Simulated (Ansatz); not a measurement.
Molecular dynamics of CHOSi, charge -1

Input:

```yaml
crystal:
  periodic: [false, false, false]
  atoms:
    - { symbol: C, position_ang: [0.742675, 0.255787, -0.634156] }
    - { symbol: Si, position_ang: [-0.543533, 1.184382, 0.158777] }
    - { symbol: O, position_ang: [-0.583294, -0.55039, 0.575871] }
    - { symbol: H, position_ang: [0.384162, -0.889778, -0.100492] }
total_charge: -1
magnetization:
  spin_polarized: true
basis:
  gaussian: { orbitals: def2-SVP }
hamiltonian:
  xc: b3lyp
md:
  timestep: 0.5
  n_steps: 200
  ensemble: nve
  temperature: 300.0
  initial_velocities: maxwell_boltzmann
  seed: 11670
```

Command:

```bash
$ ansatz run input.yaml --threads 1 --pin off --max-ram 2048MiB --backend cpu --events-out ev --progress --plain --runs-dir out
```

It starts at the highest image of a converged band. Of that band: Neighbouring images differ by up to 1.2 eV, so the band resolves the path poorly. A vibrational analysis at the climbing image gives one clearly imaginary mode, 1347i cm⁻¹: a first-order saddle point.

Output, in part (one step line in 7, the closing report, with atoms numbered from 0):

```
md step     0: t =     0.00 fs  T =   300.0 K  F+E_penalty+E_count = -10968.79178808 eV  E_kin = 0.077556 eV  conserved = -10968.71423208 eV  (67 SCF iters)
md step     7: t =     3.50 fs  T =   400.2 K  F+E_penalty+E_count = -10968.81770138 eV  E_kin = 0.103472 eV  conserved = -10968.71422933 eV  (51 SCF iters)
md step    14: t =     7.00 fs  T =   723.6 K  F+E_penalty+E_count = -10968.90142857 eV  E_kin = 0.187074 eV  conserved = -10968.71435411 eV  (37 SCF iters)
md step    21: t =    10.50 fs  T =  1029.3 K  F+E_penalty+E_count = -10968.98089711 eV  E_kin = 0.266105 eV  conserved = -10968.71479193 eV  (54 SCF iters)
md step    28: t =    14.00 fs  T =   921.8 K  F+E_penalty+E_count = -10968.95283468 eV  E_kin = 0.238312 eV  conserved = -10968.71452266 eV  (52 SCF iters)
md step    35: t =    17.50 fs  T =   715.3 K  F+E_penalty+E_count = -10968.89891360 eV  E_kin = 0.184921 eV  conserved = -10968.71399264 eV  (47 SCF iters)
md step    42: t =    21.00 fs  T =   680.7 K  F+E_penalty+E_count = -10968.89010696 eV  E_kin = 0.175980 eV  conserved = -10968.71412694 eV  (40 SCF iters)
md step    49: t =    24.50 fs  T =   908.9 K  F+E_penalty+E_count = -10968.94969892 eV  E_kin = 0.234966 eV  conserved = -10968.71473282 eV  (77 SCF iters)
md step    56: t =    28.00 fs  T =  1188.5 K  F+E_penalty+E_count = -10969.02218087 eV  E_kin = 0.307241 eV  conserved = -10968.71494008 eV  (124 SCF iters)
md step    63: t =    31.50 fs  T =  1278.1 K  F+E_penalty+E_count = -10969.04478802 eV  E_kin = 0.330424 eV  conserved = -10968.71436367 eV  (121 SCF iters)
md step    70: t =    35.00 fs  T =  1310.8 K  F+E_penalty+E_count = -10969.05297142 eV  E_kin = 0.338873 eV  conserved = -10968.71409839 eV  (67 SCF iters)
md step    77: t =    38.50 fs  T =  1355.1 K  F+E_penalty+E_count = -10969.06471408 eV  E_kin = 0.350315 eV  conserved = -10968.71439878 eV  (108 SCF iters)
md step    84: t =    42.00 fs  T =  1644.6 K  F+E_penalty+E_count = -10969.13991434 eV  E_kin = 0.425174 eV  conserved = -10968.71474028 eV  (59 SCF iters)
md step    91: t =    45.50 fs  T =  2047.7 K  F+E_penalty+E_count = -10969.24415632 eV  E_kin = 0.529378 eV  conserved = -10968.71477856 eV  (73 SCF iters)
md step    98: t =    49.00 fs  T =  2135.4 K  F+E_penalty+E_count = -10969.26625546 eV  E_kin = 0.552050 eV  conserved = -10968.71420583 eV  (66 SCF iters)
md step   105: t =    52.50 fs  T =  2250.7 K  F+E_penalty+E_count = -10969.29623306 eV  E_kin = 0.581845 eV  conserved = -10968.71438819 eV  (54 SCF iters)
md step   112: t =    56.00 fs  T =  2224.9 K  F+E_penalty+E_count = -10969.28979737 eV  E_kin = 0.575188 eV  conserved = -10968.71460911 eV  (55 SCF iters)
md step   119: t =    59.50 fs  T =  2351.8 K  F+E_penalty+E_count = -10969.32282811 eV  E_kin = 0.607982 eV  conserved = -10968.71484563 eV  (54 SCF iters)
md step   126: t =    63.00 fs  T =  2438.0 K  F+E_penalty+E_count = -10969.34483881 eV  E_kin = 0.630261 eV  conserved = -10968.71457760 eV  (53 SCF iters)
md step   133: t =    66.50 fs  T =  2384.9 K  F+E_penalty+E_count = -10969.33069342 eV  E_kin = 0.616551 eV  conserved = -10968.71414241 eV  (51 SCF iters)
md step   140: t =    70.00 fs  T =  2357.2 K  F+E_penalty+E_count = -10969.32375415 eV  E_kin = 0.609379 eV  conserved = -10968.71437536 eV  (54 SCF iters)
md step   147: t =    73.50 fs  T =  2164.0 K  F+E_penalty+E_count = -10969.27417607 eV  E_kin = 0.559450 eV  conserved = -10968.71472597 eV  (58 SCF iters)
md step   154: t =    77.00 fs  T =  1856.0 K  F+E_penalty+E_count = -10969.19460508 eV  E_kin = 0.479824 eV  conserved = -10968.71478069 eV  (62 SCF iters)
md step   161: t =    80.50 fs  T =  1511.7 K  F+E_penalty+E_count = -10969.10511528 eV  E_kin = 0.390807 eV  conserved = -10968.71430794 eV  (105 SCF iters)
md step   168: t =    84.00 fs  T =  1372.3 K  F+E_penalty+E_count = -10969.06881047 eV  E_kin = 0.354763 eV  conserved = -10968.71404742 eV  (108 SCF iters)
md step   175: t =    87.50 fs  T =  1602.3 K  F+E_penalty+E_count = -10969.12872312 eV  E_kin = 0.414223 eV  conserved = -10968.71449963 eV  (69 SCF iters)
md step   182: t =    91.00 fs  T =  1795.1 K  F+E_penalty+E_count = -10969.17894582 eV  E_kin = 0.464070 eV  conserved = -10968.71487594 eV  (68 SCF iters)
md step   189: t =    94.50 fs  T =  1819.7 K  F+E_penalty+E_count = -10969.18509812 eV  E_kin = 0.470427 eV  conserved = -10968.71467150 eV  (182 SCF iters)
md step   196: t =    98.00 fs  T =  1698.5 K  F+E_penalty+E_count = -10969.15327335 eV  E_kin = 0.439093 eV  conserved = -10968.71418001 eV  (46 SCF iters)
md step   200: t =   100.00 fs  T =  1630.9 K  F+E_penalty+E_count = -10969.13636281 eV  E_kin = 0.421609 eV  conserved = -10968.71475389 eV  (83 SCF iters)
Total energy: -10969.13655238 eV, -403.1083331523 hartree
Atom 0 at     0.899324     1.381713    -0.982123 Å, force     0.453064     0.215008    -0.405935 eV/Å
Atom 1 at    -0.226368     0.627433     0.000655 Å, force    -0.572882    -0.408097     0.298605 eV/Å
Atom 2 at    -1.136326    -0.395195     1.056770 Å, force    -0.341493    -0.404365     0.418259 eV/Å
Atom 3 at    -1.541577    -1.251443     0.818537 Å, force     0.461310     0.597454    -0.310929 eV/Å
Dipole moment:    -0.794874    -0.946104     0.590507 e Å
```

The run went to its last step. The conserved energy stayed within 0.21 meV per atom of its start (net change -0.13 meV per atom), so the integration is sound. The system heated up, since it started high on the potential surface and ran downhill. A run of 0.1 ps of so small a system gives no equilibrium averages. The orbitals stay closed-shell, which can raise the energy where a bond breaks towards radicals; this wasn't checked here. Limits of this set-up: an anion without diffuse functions, the dipole of an ion depends on the origin.

The step under study would form O3–H4 and break C1–H4. These pairs go: O3–H4 1.23 → 0.98 Å, C1–H4 1.31 → 4.02 Å. In the last frame they stand as after the step (other bonds may differ from the relaxed reactants and products). It ends as one piece, CHOSi (total charge -1). Pairs count as bonded within 1.25 times the sum of covalent radii (0.12 Å more for H–H).

Last frame:

```xyz
4
Properties=species:S:1:pos:R:3
C 0.899 1.382 -0.982
Si -0.226 0.627 0.001
O -1.136 -0.395 1.057
H -1.542 -1.251 0.819
```

The run took 15 min on 1 thread of Arm Neoverse N1, with other jobs on the host, peak memory 0.21 GiB.
